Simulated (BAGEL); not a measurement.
**A workflow on CH5AlO (SMILES [CH3][AlH][OH])**

Wanted: the energy (HF/def2-SVP), then the energy (NEVPT2(2,2)/def2-SVP), then a single-point energy (CASPT2(2,2)/def2-SVP) of CH5AlO. 

The calculation is run with BAGEL 1.2.2.

1 further run of the same task is left out (set aside as unsound or not needed).

### Step 1. The system as given

CH5AlO: 8 atoms, total charge 0, spin state singlet. SMILES: `[CH3][AlH][OH]`. Geometry: relaxed at PBE0-D4/def2-TZVP. This is one conformer, not always the lowest.

Bond lengths: C1–Al2 1.941 Å, Al2–O3 1.701 Å, C1–H4 1.095 Å, C1–H5 1.092 Å, C1–H6 1.095 Å, Al2–H7 1.589 Å, O3–H8 0.956 Å. Angles: C1–Al2–O3 117.6°, C1–Al2–H7 124.2°, O3–Al2–H7 118.3°, Al2–C1–H4 111.0°, Al2–C1–H5 111.9°, Al2–C1–H6 111.2°, Al2–O3–H8 122.5°, H4–C1–H5 107.9°, H4–C1–H6 106.4°, H5–C1–H6 108.2°.

### Step 2. A single-point energy at HF/def2-SVP (density fitting with svp-jkfit) (run 1)

input.json reads:

```json
{ "bagel" : [

{
  "title" : "molecule",
  "basis" : "svp",
  "df_basis" : "svp-jkfit",
  "angstrom" : false,
  "geometry" : [
    { "atom" : "C", "xyz" : [    -1.46998961,     1.85614758,    -0.13396835 ] },
    { "atom" : "Al", "xyz" : [     1.09550258,    -0.74487146,    -0.45333207 ] },
    { "atom" : "O", "xyz" : [     1.02917319,    -3.16787829,     1.65692509 ] },
    { "atom" : "H", "xyz" : [    -0.61434996,     3.69346971,     0.28213611 ] },
    { "atom" : "H", "xyz" : [    -2.81830920,     1.42755770,     1.36874186 ] },
    { "atom" : "H", "xyz" : [    -2.52407884,     2.08820595,    -1.89878358 ] },
    { "atom" : "H", "xyz" : [     3.24431016,    -0.74543837,    -2.55149499 ] },
    { "atom" : "H", "xyz" : [     2.23217284,    -4.51468610,     1.62423283 ] }
  ]
},

{
  "title" : "hf"
},

{
  "title" : "print",
  "file" : "orbitals.molden",
  "orbitals" : true
}

]}
```

On the command line:

```sh
BAGEL_NUM_THREADS=1 BAGEL input.json > input.out
```

What it wrote:

```text
* using 1 threads per process

  ===============================================================
  ===============================================================

  *** Geometry ***

  { "atom" : "C", "xyz" : [     -1.469990,      1.856148,     -0.133968 ] },
  { "atom" : "Al", "xyz" : [      1.095503,     -0.744871,     -0.453332 ] },
  { "atom" : "O", "xyz" : [      1.029173,     -3.167878,      1.656925 ] },
  { "atom" : "H", "xyz" : [     -0.614350,      3.693470,      0.282136 ] },
  { "atom" : "H", "xyz" : [     -2.818309,      1.427558,      1.368742 ] },
  { "atom" : "H", "xyz" : [     -2.524079,      2.088206,     -1.898784 ] },
  { "atom" : "H", "xyz" : [      3.244310,     -0.745438,     -2.551495 ] },
  { "atom" : "H", "xyz" : [      2.232173,     -4.514686,      1.624233 ] },

  Number of auxiliary basis functions:      370

  Since a DF basis is specified, we compute 2- and 3-index integrals:
    o Being stored without compression. Storage requirement is 0.015 GB

  Number of basis functions:       71
  Number of electrons      :       32

    * METHOD: MOLECULE                             0.13

  *** RHF ***

  === Nuclear Repulsion ===
    98.9766567599

      * DIIS with orbital gradients will be used.

  === RHF iteration (svp) ===
      0       -357.21143889          0.02544304           0.03
      1       -357.36102048          0.01645469           0.03
      2       -357.44678173          0.00187348           0.03
      3       -357.44823263          0.00070276           0.03
      4       -357.44842829          0.00008166           0.03
      5       -357.44843271          0.00001539           0.03
      6       -357.44843289          0.00000382           0.03
      7       -357.44843291          0.00000098           0.03
      8       -357.44843291          0.00000035           0.03
      9       -357.44843291          0.00000013           0.03
     10       -357.44843291          0.00000004           0.03
     11       -357.44843291          0.00000001           0.03
    * SCF iteration converged.

    * Permanent dipole moment:
           (   -0.273922,     0.065664,     0.209679) a.u.

    * METHOD: HF                                   0.47

    * METHOD: PRINT                                0.03

  ===============================================================
```

It took 1 s on 1 thread of AMD EPYC 7R43 (Zen 3), shared host; peak memory 0.14 GiB.

### Step 3. A single-point energy at NEVPT2(2,2)/def2-SVP (density fitting with svp-jkfit) (run 2)

nevpt2.json reads:

```json
{ "bagel" : [

{
  "title" : "molecule",
  "basis" : "svp",
  "df_basis" : "svp-jkfit",
  "geometry" : [
    { "atom" : "C", "xyz" : [ -1.46998961,  1.85614758, -0.13396835 ] },
    { "atom" : "Al", "xyz" : [  1.09550258, -0.74487146, -0.45333207 ] },
    { "atom" : "O", "xyz" : [  1.02917319, -3.16787829,  1.65692509 ] },
    { "atom" : "H", "xyz" : [ -0.61434996,  3.69346971,  0.28213611 ] },
    { "atom" : "H", "xyz" : [ -2.81830920,  1.42755770,  1.36874186 ] },
    { "atom" : "H", "xyz" : [ -2.52407884,  2.08820595, -1.89878358 ] },
    { "atom" : "H", "xyz" : [  3.24431016, -0.74543837, -2.55149499 ] },
    { "atom" : "H", "xyz" : [  2.23217284, -4.51468610,  1.62423283 ] }
  ]
},
{ "title" : "hf" },
{
  "title" : "nevpt2",
  "nstate" : 1,
  "nact" : 2,
  "nclosed" : 15,
  "nspin" : 0,
  "active" : [12, 22],
  "maxiter" : 200,
  "natocc" : true,
  "ncore" : 7
},
{ "title" : "print", "file" : "orbitals.molden", "orbitals" : true }

]}
```

On the command line:

```sh
BAGEL_NUM_THREADS=1 BAGEL nevpt2.json > nevpt2.out
```

What it wrote:

```text
* using 1 threads per process

  ===============================================================
  ===============================================================

  *** Geometry ***

  { "atom" : "C", "xyz" : [     -1.469990,      1.856148,     -0.133968 ] },
  { "atom" : "Al", "xyz" : [      1.095503,     -0.744871,     -0.453332 ] },
  { "atom" : "O", "xyz" : [      1.029173,     -3.167878,      1.656925 ] },
[... 4 lines of this table left out ...]
  { "atom" : "H", "xyz" : [      2.232173,     -4.514686,      1.624233 ] },

  Number of auxiliary basis functions:      370

  Since a DF basis is specified, we compute 2- and 3-index integrals:
    o Being stored without compression. Storage requirement is 0.015 GB

[... 18 lines left out ...]
    * SCF iteration converged.
[... 1 line left out ...]
    * Permanent dipole moment:
[... 28 lines left out ...]
    * Second-order optimization converged. *

     guess   0:   closed 1.                   open ..

  === FCI iteration ===

      0  0      -357.44825347     8.17e-02      0.00
      1  0      -357.46343235     6.61e-04      0.00
      2  0 *    -357.46343406     2.15e-15      0.00

     * ci vector, state   0, <S^2> = 0.0000
       2.     0.9957103269
       .2    -0.0925253747

  === DF-NEVPT2 calculation ===

    * 3-index integral transformation done
    * assembly done

      NEVPT2 correlation energy:   -0.3863783542      0.08

          (+0)     -0.3333020823
          (+0)'    -0.0152332078
          (+1)     -0.0032798341
          (+1)'    -0.0000000000
          (+2)     -0.0001945819
          (-1)     -0.0248071415
          (-1)'     0.0000000000
          (-2)     -0.0095615066

      NEVPT2 total energy:       -357.8498124125

    * METHOD: NEVPT2                               1.66

    * METHOD: PRINT                                0.02

  ===============================================================
```

Wall time 2.7 s (1 thread of AMD EPYC 7R43 (Zen 3), shared host); peak memory 0.14 GiB.

### Step 4. The energy at CASPT2(2,2)/def2-SVP (density fitting with svp-jkfit) (run 3)

calc.json reads:

```json
{ "bagel" : [

{
  "title" : "molecule",
  "basis" : "svp",
  "df_basis" : "svp-jkfit",
  "geometry" : [
    { "atom" : "C", "xyz" : [ -1.46998961,  1.85614758, -0.13396835 ] },
    { "atom" : "Al", "xyz" : [  1.09550258, -0.74487146, -0.45333207 ] },
    { "atom" : "O", "xyz" : [  1.02917319, -3.16787829,  1.65692509 ] },
    { "atom" : "H", "xyz" : [ -0.61434996,  3.69346971,  0.28213611 ] },
    { "atom" : "H", "xyz" : [ -2.81830920,  1.42755770,  1.36874186 ] },
    { "atom" : "H", "xyz" : [ -2.52407884,  2.08820595, -1.89878358 ] },
    { "atom" : "H", "xyz" : [  3.24431016, -0.74543837, -2.55149499 ] },
    { "atom" : "H", "xyz" : [  2.23217284, -4.51468610,  1.62423283 ] }
  ]
},
{ "title" : "hf" },
{ "title" : "casscf", "nstate" : 1, "nact" : 2, "nclosed" : 15, "active" : [12, 22], "maxiter" : 200, "natocc" : true },
{ "title" : "print", "file" : "orbitals.molden", "orbitals" : true },
{ "title" : "smith", "method" : "caspt2", "ms" : true, "xms" : true, "sssr" : true, "shift" : 0.2, "shift_imag" : true, "ncore" : 7 }

]}
```

On the command line:

```sh
BAGEL_NUM_THREADS=1 BAGEL calc.json > calc.out
```

What it wrote:

```text
* using 1 threads per process

  ===============================================================
  ===============================================================

  *** Geometry ***

  { "atom" : "C", "xyz" : [     -1.469990,      1.856148,     -0.133968 ] },
  { "atom" : "Al", "xyz" : [      1.095503,     -0.744871,     -0.453332 ] },
  { "atom" : "O", "xyz" : [      1.029173,     -3.167878,      1.656925 ] },
[... 4 lines of this table left out ...]
  { "atom" : "H", "xyz" : [      2.232173,     -4.514686,      1.624233 ] },

  Number of auxiliary basis functions:      370

  Since a DF basis is specified, we compute 2- and 3-index integrals:
    o Being stored without compression. Storage requirement is 0.015 GB

[... 18 lines left out ...]
    * SCF iteration converged.
[... 1 line left out ...]
    * Permanent dipole moment:
[... 27 lines left out ...]
    * Second-order optimization converged. *
[... 9 lines left out ...]
     * ci vector, state   0, <S^2> = 0.0000
[... 16 lines left out ...]
    * Zeroth order energy : state  0       -1.1728786692
[... 4 lines left out ...]
       #      aibj      arbs      arbi      airj      risj      airs      arst      rist         Etot      error   time
[... 2 lines left out ...]
       0  -0.33265  -0.01139  -0.02535  -0.00368  -0.00028  -0.01315  -0.00000  -0.00000   -0.3865126  0.0020422   0.04
       1  -0.33289  -0.01147  -0.02548  -0.00379  -0.00032  -0.01360  -0.00000  -0.00000   -0.3875510  0.0003978   0.03
       2  -0.33291  -0.01147  -0.02547  -0.00380  -0.00032  -0.01361  -0.00000  -0.00000   -0.3875988  0.0000888   0.03
       3  -0.33291  -0.01147  -0.02548  -0.00380  -0.00032  -0.01362  -0.00000  -0.00000   -0.3876008  0.0000206   0.03
       4  -0.33291  -0.01147  -0.02548  -0.00380  -0.00032  -0.01362  -0.00000  -0.00000   -0.3876009  0.0000046   0.03
       5  -0.33291  -0.01147  -0.02548  -0.00380  -0.00032  -0.01362  -0.00000   0.00000   -0.3876009  0.0000009   0.03

      ------------------------------------------------------------------------------------------------------------------

    * CASPT2 energy : state  0     -357.8528481958
        w/o shift correction       -357.8510349680
        reference weight              0.8915420991

    * METHOD: SMITH                                0.29

  ===============================================================
```

Run time: 2.9 s. Hardware: 1 thread of AMD EPYC 7R43 (Zen 3), shared host; peak memory 0.14 GiB.

### Step 5. What came out

| quantity | value |
| --- | --- |
| run 1, HF/def2-SVP: total energy | -357.44843 Eh |
| run 1, HF/def2-SVP: dipole moment | 0.89 D |
| run 1, HF/def2-SVP: HOMO energy | -11.12 eV |
| run 1, HF/def2-SVP: LUMO energy | 2.47 eV |
| run 1, HF/def2-SVP: HOMO–LUMO gap | 13.59 eV |
| run 2, NEVPT2(2,2)/def2-SVP: total energy | -357.84981 Eh |
| run 3, CASPT2(2,2)/def2-SVP: total energy | -357.85285 Eh |
